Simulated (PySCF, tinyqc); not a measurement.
Worked calculation: G0W0 on RHF in the sto-3g basis, for BH, spin multiplicity 1. The lowest restricted solution is unstable here: a spin-polarised one lies 0.0055 hartree lower (PySCF). One step of it, computed by the program tinyqc.

Problem. G0W0 on Hartree-Fock: HOMO. W(p,q,m) = sqrt2 sum_ia (pq|ia) (X+Y)_ia,m; Sigma_c(x) = sum_(i,m) W^2/(x - e_i + w_m) + sum_(a,m) W^2/(x - e_a - w_m); solve x = e_p + Sigma_c(x) by Newton steps; Z = 1/(1 - dSigma/dx); 1 hartree = 27.211386 eV.

orbital energies (hartree): MO1 -7.381257, MO2 -0.468371, MO3 -0.234133, MO4 0.248340, MO5 0.248340, MO6 0.374261

Two-electron integrals over orbitals (pq|rs), unique and non-zero (hartree):
```
(11|11) 2.893051    (21|11) -0.288417   (21|21) 0.045645    (22|11) 0.649533
(22|21) -0.012243   (22|22) 0.472470    (31|11) 0.142364    (31|21) -0.021403
(31|22) 0.010834    (31|31) 0.018774    (32|11) -0.138077   (32|21) 0.007654
(32|22) -0.001695   (32|31) 0.007467    (32|32) 0.117739    (33|11) 0.549002
(33|21) -0.008103   (33|22) 0.430891    (33|31) -0.002562   (33|32) -0.000801
(33|33) 0.469792    (41|41) 0.021592    (42|41) 0.024384    (42|42) 0.088646
(43|41) -0.012005   (43|42) -0.039269   (43|43) 0.033482    (44|11) 0.742018
(44|21) -0.010615   (44|22) 0.481948    (44|31) 0.004906    (44|32) -0.076759
(44|33) 0.421223    (44|44) 0.586773    (51|51) 0.021592    (52|51) 0.024384
(52|52) 0.088646    (53|51) -0.012005   (53|52) -0.039269   (53|53) 0.033482
(54|54) 0.031630    (55|11) 0.742018    (55|21) -0.010615   (55|22) 0.481948
(55|31) 0.004906    (55|32) -0.076759   (55|33) 0.421223    (55|44) 0.523513
(55|55) 0.586773    (61|11) -0.091099   (61|21) 0.016147    (61|22) 0.002211
(61|31) 0.003586    (61|32) 0.016226    (61|33) -0.010480   (61|44) -0.003180
(61|55) -0.003180   (61|61) 0.019984    (62|11) 0.139433    (62|21) -0.003038
(62|22) 0.055580    (62|31) 0.012859    (62|32) -0.013319   (62|33) -0.024731
(62|44) 0.077589    (62|55) 0.077589    (62|61) 0.013032    (62|62) 0.089962
(63|11) 0.178508    (63|21) -0.004055   (63|22) 0.033584    (63|31) -0.003645
(63|32) -0.111710   (63|33) 0.003087    (63|44) 0.099603    (63|55) 0.099603
(63|61) -0.008487   (63|62) 0.056653    (63|63) 0.147288    (64|41) 0.007233
(64|42) 0.026972    (64|43) 0.003985    (64|64) 0.025806    (65|51) 0.007233
(65|52) 0.026972    (65|53) 0.003985    (65|65) 0.025806    (66|11) 0.606111
(66|21) -0.007512   (66|22) 0.472180    (66|31) 0.011561    (66|32) 0.052271
(66|33) 0.465492    (66|44) 0.439569    (66|55) 0.439569    (66|61) 0.007803
(66|62) 0.022809    (66|63) -0.025458   (66|66) 0.531307
```

excitation energies w (hartree): 0.529027  0.529027  0.809215  0.885604  0.885604  1.042407  7.672728  7.672728  7.795408

X + Y:
```
             1         2          3          4          5          6          7          8
1>4   0.003124  0.000001   0.000000  -0.012189   0.000002   0.000000   0.000000   0.997176
1>5  -0.000001  0.003124   0.000000  -0.000002  -0.012189   0.000000   0.997176   0.000000
1>6   0.000000  0.000000   0.006293   0.000000   0.000000  -0.004154   0.000000   0.000000
2>4   0.216062  0.000039   0.000000   0.883964  -0.000137   0.000000   0.000000   0.001201
2>5  -0.000039  0.216062   0.000000   0.000137   0.883964   0.000000   0.001201   0.000000
2>6   0.000000  0.000000  -0.421471   0.000000   0.000000   0.818810   0.000000   0.000000
3>4   0.938389  0.000168   0.000000  -0.137009   0.000021   0.000000   0.000000  -0.000396
3>5  -0.000168  0.938389   0.000000  -0.000021  -0.137009   0.000000  -0.000396   0.000000
3>6   0.000000  0.000000   0.789666   0.000000   0.000000   0.315542   0.000000   0.000000

             9
1>4   0.000000
1>5   0.000000
1>6   0.997435
2>4   0.000000
2>5   0.000000
2>6   0.000732
3>4   0.000000
3>5   0.000000
3>6  -0.000341
```

Give: The 12 largest terms at x = e_p; Newton steps; quasiparticle energy of the HOMO; Hartree-Fock value.

Solution.

The 12 largest terms at x = e_p (hartree; W for the signs of X + Y given):
```
q  m       W       term
2  3  -0.117      0.013
6  3   0.131     -0.012
6  6   0.131     -0.010
2  6  -0.065   3.35e-03
4  4  -0.055  -2.24e-03
5  5  -0.055  -2.24e-03
4  1   0.032  -1.04e-03
5  2   0.032  -1.04e-03
3  6  -0.027   7.10e-04
3  3   0.018   4.05e-04
2  9   0.023   6.55e-05
5  7  -0.017  -3.55e-05
```

Newton steps (hartree):
```
step       x  Sigma_c(x)      Z
0     -0.234      -0.011  0.965
1     -0.245      -0.011  0.965
2     -0.245      -0.011  0.965
```

quasiparticle energy of the HOMO = -6.673 eV

Hartree-Fock value = -6.371 eV
